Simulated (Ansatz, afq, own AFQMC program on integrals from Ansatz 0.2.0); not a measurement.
# BN, singlet: AFQMC among the cluster methods

```xyz
2

B     0.0000    0.0000    0.0000
N     0.0000    0.0000    1.2615
```

Basis 6-31G. Only valence electrons are correlated. Ansatz 0.2.0 and our own AFQMC program on the same integrals; the CISD trial comes from CCSD amplitudes, and released means the phaseless constraint is let go. ± is one standard error of the sampling.

Determinant: UHF, the one that the program's search chose, which needn't be the lowest solution. The geometry is a point of a scan.

Full CI on the same integrals is exact in this basis and with this determinant's frozen core.

Cautions: the search met a lower determinant of the same kind, perhaps of another symmetry (130 meV lower); strong correlation (T1 0.101, weight of the determinant 0.71, largest double 0.21); (Q) is large, 113 meV, so the cluster series hasn't closed; unrestricted determinant spin contaminated (⟨S²⟩ 1.35 against 0.00); CCSD(T) is in doubt: in a space of 8 electrons in 8 natural orbitals full CI lies 268 meV below it; the CCSDTQ amplitudes may be one of several solutions (largest double 0.53); the released energies have errors that jump between times, so the bars are unsure, so no released level is given (meV from the phaseless value at times in 1/Eh: -26 ± 3 at 0.24, -33 ± 13 at 0.51, -67 ± 3 at 0.99, 1038 ± 1126 at 1.62, -104 ± 12 at 2.40).

The T1 diagnostic is 0.1010. The weight of the determinant in the CISD state is 0.712 and the ⟨S²⟩ of the determinant is 1.350. The size of the correlated space is 8 electrons in 16 orbitals.

Reference: full CI, correlation energy -4.528 eV. The cautions show a poor starting determinant, so the rows tell how each method copes with it here, and full CI is the sure value.

```tsv
level	E − E(reference) (mEh)	share of correlation (%)
HF	166.41	0.00
MP2	53.61	67.79
CCSD	18.24	89.04
CCSD(T)	11.62	93.01
CCSDT	3.90	97.66
CCSDT(Q)	-0.25	100.15
CCSDTQ	0.37	99.78
ph-AFQMC/HF	0.88 ± 0.81	99.47
ph-AFQMC/CISD	4.44 ± 0.12	97.33
```

CCSDT and higher add their correlation energy to the determinant of the CCSD(T) run, since their own runs factorise the integrals more tightly (a shift of under 2 meV). A walk keeps the symmetry of its determinant, which the program's search chose and which needn't be the lowest solution, so a lower state of the same spin and another symmetry isn't excluded.
